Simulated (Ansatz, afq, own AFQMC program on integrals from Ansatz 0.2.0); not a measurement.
Two steps: Ansatz 0.2.0 writes the Fock matrix and Cholesky factors of the valence space, and afq projects on them the lowest state that overlaps trial and start.

```yaml
crystal:
  periodic: [false, false, false]
  atoms:
    - {symbol: Si, position_ang: [0.000000, -0.266863, 1.656443]}
    - {symbol: Ge, position_ang: [0.000000, -0.366782, -3.404570]}
    - {symbol: H, position_ang: [0.000000, 0.900799, 2.585476]}
    - {symbol: H, position_ang: [0.000000, -1.494311, 2.504059]}
    - {symbol: H, position_ang: [0.000000, 1.227155, -3.341408]}
basis:
  gaussian: {orbitals: cc-pVDZ}
magnetization: {spin_polarized: false, initial_magnetization: 1}
correlation: {method: ccsd_t, electrons: outside_noble_gas, hamiltonian_folder: ham}
```

```sh
$ ansatz run in.yaml --threads 1 --pin off --events-out ev --progress --plain --max-ram 1382MiB
```

afq runs on the folder ham with

```
--method phaseless --trial hf --walkers 120 --populations 1 --least-time 40 --time-step 0.005 --steps-per-block 20 --equilibration-blocks 160 --max-blocks 600 --target-error 0.002400 --factor-cut 1e-05 --start spin_pure --seed 1305 --taylor-order 6
```

Times are imaginary, in 1/Eh. The walk had a cap of 1706 s. Filled inner d shells are frozen with the cores.

Output of the walk:

```
orbitals 41  electrons 6 5  factors 289 of 645
reference energy -2365.87429232 Eh
CCSD correlation -0.20166364 Eh in 15 cycles, weight of the determinant in the CISD state 0.8522
energy of the start -2365.874324 Eh
 block  time / (1/Eh)  mean weight  energy / Eh
     1     0.100  1.0005  -2365.904139
     2     0.200  1.0008  -2365.927115
     3     0.300  1.0003  -2365.945831
     4     0.400  1.0014  -2365.963108
     5     0.500  1.0014  -2365.972775
     8     0.800  1.0003  -2365.999400
    18     1.800  0.9996  -2366.047359
    69     6.900  1.0004  -2366.074849
   120    12.000  1.0009  -2366.096698
   171    17.100  0.9992  -2366.101750
   188    18.800  1.0006  -2366.110592
   222    22.200  1.0007  -2366.080562
   273    27.300  0.9997  -2366.080290
   324    32.400  0.9994  -2366.061186
   375    37.500  1.0013  -2366.072565
   426    42.600  0.9994  -2366.076691
   477    47.700  0.9990  -2366.092048
   528    52.800  0.9990  -2366.083722
   579    57.900  1.0022  -2366.067306
   613    61.300  1.0013  -2366.057553
   630    63.000  1.0007  -2366.085320
   681    68.100  1.0003  -2366.093477
   698    69.800  1.0002  -2366.066304
blocks merged  error / Eh  count
     1  0.000733  540
     2  0.001010  270
     4  0.001382  135
     8  0.001830  67
    16  0.002362  33
    32  0.002331  16
    64  0.003214  8
energy -2366.080956 +/- 0.002362 Eh
(rows thinned)
```

The run passed its tests (sampling time, drift between the halves within three errors, error under three times the target), which doesn't prove that it has relaxed.

Against this walk (error 64.3 meV) on the same determinant: CCSD(T) 34.4 meV higher (within the noise), the released energy of a separate walk with a CISD trial 7.5 ± 67.6 meV lower (within the noise), a separate phaseless walk with a CISD trial and standard settings 17.5 ± 65.2 meV higher (within the noise). The error is statistical and leaves out the bias of the constraint.

Cautions: constraint bias not in the error; no relativity below Rb; no spin-orbit coupling; inner d shell frozen; higher spins were not checked; a spin-contaminated unrestricted determinant lies lower (UHF 281 meV lower, ⟨S²⟩ 1.29).

The walk took 5.3 min on 1 thread of Arm Neoverse V2 (shared host). The log's last line is the phaseless energy.

A walk keeps the symmetry of its determinant, which the program's search chose and which needn't be the lowest solution, so a lower state of the same spin and another symmetry isn't excluded.
